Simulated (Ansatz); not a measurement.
# CHOS radical (SMILES [CH]1OS1): functionals against CCSD(T) at one geometry

A test off equilibrium: a structure displaced at random from a GFN2-xTB minimum is computed at several levels, and each is set against CCSD(T).

Computed with Ansatz 0.2.0, Gaussian basis. Level: single points in def2-TZVPP.

Cores are frozen in the correlated methods. Orbitals are unrestricted.

**1. Where the work starts**

SMILES `[CH]1OS1`, 4 atoms, charge 0, spin multiplicity 2.

Atoms are counted from 1 here; the program's logs count them from 0.

Bond lengths: C1–O2 1.344 Å, C1–S3 1.615 Å, C1–H4 1.020 Å, O2–S3 1.546 Å. Angles: O2–C1–S3 62.2°, O2–C1–H4 124.6°, S3–C1–H4 136.6°, C1–O2–S3 67.5°, C1–S3–O2 50.3°.

As a file:

| atom | x (Å) | y (Å) | z (Å) |
| --- | --- | --- | --- |
| C1 | 0.14020 | 0.44590 | -0.00180 |
| O2 | -0.79220 | -0.30830 | 0.60570 |
| S3 | 0.57460 | -1.02410 | 0.50640 |
| H4 | 0.01310 | 0.91190 | -0.89990 |

**2. CCSD(T)/def2-TZVPP**

File run/in.yaml:

```yaml
crystal:
  periodic: [false, false, false]
  atoms:
    - {symbol: C, position_ang: [0.140200, 0.445900, -0.001800]}
    - {symbol: O, position_ang: [-0.792200, -0.308300, 0.605700]}
    - {symbol: S, position_ang: [0.574600, -1.024100, 0.506400]}
    - {symbol: H, position_ang: [0.013100, 0.911900, -0.899900]}
basis:
  gaussian: {orbitals: def2-TZVPP}
magnetization: {spin_polarized: true, initial_magnetization: 1}
correlation: {method: ccsd_t}
scf: {omitted_lower_state_checks: [cluster_reference]}
output: {forces: true}
```

The command line of these runs was not kept.

**3. PBE0-D4/def2-TZVPP**

run/in.yaml: that of step 2 with these lines changed.

```diff
@@ -10,4 +10,3 @@
 magnetization: {spin_polarized: true, initial_magnetization: 1}
-correlation: {method: ccsd_t}
-scf: {omitted_lower_state_checks: [cluster_reference]}
-output: {forces: true}
+hamiltonian: {xc: pbe0, dispersion: d4}
+output: {forces: true, orbitals: {seedname: orbitals}}
```

**4. wB97M-V/def2-TZVPP**

run/in.yaml: that of step 3 with these lines changed.

```diff
@@ -10,3 +10,3 @@
 magnetization: {spin_polarized: true, initial_magnetization: 1}
-hamiltonian: {xc: pbe0, dispersion: d4}
-output: {forces: true, orbitals: {seedname: orbitals}}
+hamiltonian: {xc: {name: wB97M-V}}
+output: {forces: true}
```

**5. r2SCAN-D4/def2-TZVPP**

run/in.yaml: that of step 4 with these lines changed.

```diff
@@ -10,3 +10,3 @@
 magnetization: {spin_polarized: true, initial_magnetization: 1}
-hamiltonian: {xc: {name: wB97M-V}}
+hamiltonian: {xc: r2scan, dispersion: d4}
 output: {forces: true}
```

**6. PBE-D4/def2-TZVPP**

run/in.yaml: that of step 5 with these lines changed.

```diff
@@ -10,3 +10,3 @@
 magnetization: {spin_polarized: true, initial_magnetization: 1}
-hamiltonian: {xc: r2scan, dispersion: d4}
+hamiltonian: {xc: pbe, dispersion: d4}
 output: {forces: true}
```

**7. r2SCANh-D4/def2-TZVPP**

run/in.yaml: that of step 6 with these lines changed.

```diff
@@ -10,3 +10,3 @@
 magnetization: {spin_polarized: true, initial_magnetization: 1}
-hamiltonian: {xc: pbe, dispersion: d4}
+hamiltonian: {xc: {name: r2SCANh}, dispersion: d4}
 output: {forces: true}
```

**8. r2SCAN0-D4/def2-TZVPP**

run/in.yaml: that of step 7 with these lines changed.

```diff
@@ -10,3 +10,3 @@
 magnetization: {spin_polarized: true, initial_magnetization: 1}
-hamiltonian: {xc: {name: r2SCANh}, dispersion: d4}
+hamiltonian: {xc: {name: r2SCAN0}, dispersion: d4}
 output: {forces: true}
```

(Steps that only read results are left out.)

**Question.** What will these runs give? Wanted: energy less free atoms, CCSD(T)/def2-TZVPP; RMS force component; RMS force error; HOMO and LUMO, PBE0-D4; T1 diagnostic.

The runs gave:

| quantity | value |
| --- | --- |
| energy less free atoms, CCSD(T)/def2-TZVPP | -11.364 eV |
| RMS force component | 3.143 to 3.682 eV/Å over the methods |
| RMS force error | PBE0-D4 0.413, wB97M-V 0.304, r2SCAN-D4 0.195, PBE-D4 0.188, r2SCANh-D4 0.315, r2SCAN0-D4 0.508 eV/Å |
| HOMO and LUMO, PBE0-D4 | -6.36 and -2.03 eV |
| T1 diagnostic | 0.020 |

What this shows: Against CCSD(T) the functionals' energies less atoms differ by -1.694 to -0.499 eV, PBE-D4 by -1.694 eV. A larger basis would deepen the CCSD(T) value, while the functionals are nearly converged already, so the order here is not reliable. For forces PBE-D4 does best and r2SCAN0-D4 worst. Frozen-core CCSD(T) forces in triple zeta carry basis errors of their own, and this is one geometry, so small gaps rank nothing.
